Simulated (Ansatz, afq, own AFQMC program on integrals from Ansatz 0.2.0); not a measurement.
Integrals from Ansatz 0.2.0, then the random walk in our own AFQMC program (afq).

```yaml
crystal:
  periodic: [false, false, false]
  atoms:
    - {symbol: Al, position_ang: [0.000000, 0.000000, 0.000000]}
basis:
  gaussian: {orbitals: aug-cc-pVDZ}
magnetization: {spin_polarized: true, initial_magnetization: 1}
correlation: {method: ccsd_t, electrons: outside_noble_gas, hamiltonian_folder: ham}
```

```sh
$ ansatz run in.yaml --threads 1 --pin off --events-out ev --progress --plain --max-ram 24576MiB --backend cuda --devices 0, --max-vram 18GiB
```

afq runs on the folder ham with

```
--method phaseless --trial cisd --walkers 4000 --populations 20 --least-time 60 --time-step 0.005 --steps-per-block 50 --equilibration-blocks 28 --max-blocks 4000 --target-error 7e-05 --factor-cut 1e-05 --start spin_pure --seed 1774 --release-times 0.24,0.5,1,1.5 --release-step 0.02 --release-every 3 --taylor-order 6
```

Times are imaginary, in 1/Eh. The walk had a cap of 122 s. With eight or more populations the least sampling time is a fifth of least-time, and the error comes from their spread.

Output of the walk:

```
orbitals 22  electrons 2 1  factors 119 of 143
reference energy -241.87415810 Eh
CCSD correlation -0.04774547 Eh in 11 cycles, weight of the determinant in the CISD state 0.9300
energy of the start -241.921869 Eh
 block  time / (1/Eh)  mean weight  energy / Eh
     1     0.250  1.0001  -241.921904
     2     0.500  1.0000  -241.921979
     3     0.750  1.0000  -241.922072
     4     1.000  1.0000  -241.922173
     5     1.250  0.9999  -241.922271
     8     2.000  1.0001  -241.922555
    11     2.750  0.9999  -241.922710
    14     3.500  0.9999  -241.922865
    17     4.250  1.0000  -241.922850
    20     5.000  0.9998  -241.922946
    23     5.750  1.0000  -241.923018
    26     6.500  1.0001  -241.922893
    29     7.250  1.0000  -241.923014
    32     8.000  1.0000  -241.922946
    35     8.750  0.9999  -241.922839
    38     9.500  1.0000  -241.923021
    39     9.750  1.0000  -241.923067
    41    10.250  1.0000  -241.923017
    44    11.000  0.9999  -241.923003
    47    11.750  1.0000  -241.923041
    50    12.500  0.9998  -241.922955
    53    13.250  1.0000  -241.922936
    56    14.000  1.0000  -241.922947
    59    14.750  0.9998  -241.922846
    62    15.500  0.9996  -241.922908
    65    16.250  0.9997  -241.922802
    66    16.500  1.0001  -241.922738
    68    17.000  0.9999  -241.922853
    71    17.750  1.0000  -241.922962
    74    18.500  1.0000  -241.923021
    77    19.250  1.0001  -241.922987
    78    19.500  1.0000  -241.922954
error from the spread of 20 populations
released: time / (1/Eh)  energy / Eh  error  mean overlap
  0.24  -241.922969  0.000018  1.0003
  0.50  -241.923005  0.000027  1.0004
  1.00  -241.923018  0.000014  1.0004
  1.50  -241.922993  0.000047  0.9990
energy -241.922948 +/- 0.000021 Eh
(rows thinned)
```

The run passed its tests (sampling time, drift between the halves within three errors, error under three times the target), which doesn't prove that it has relaxed.

Against this walk (error 0.6 meV) on the same determinant: CCSD(T) 7.0 meV higher, full CI 4.1 meV lower. The error is statistical and leaves out the bias of the constraint. Released to 1.50 1/Eh the energy moves by -1.2 ± 1.4 meV (both errors), within twice the noise.

Cautions: constraint bias not in the error.

The walk took 22 s on 1 × NVIDIA H100 80GB HBM3 with 2 threads of AMD EPYC 7R13 Processor (Zen 3) (shared host) (the card was shared). The log's last line is the phaseless energy.

A walk keeps the symmetry of its determinant, which the program's search chose and which needn't be the lowest solution, so a lower state of the same spin and another symmetry isn't excluded.
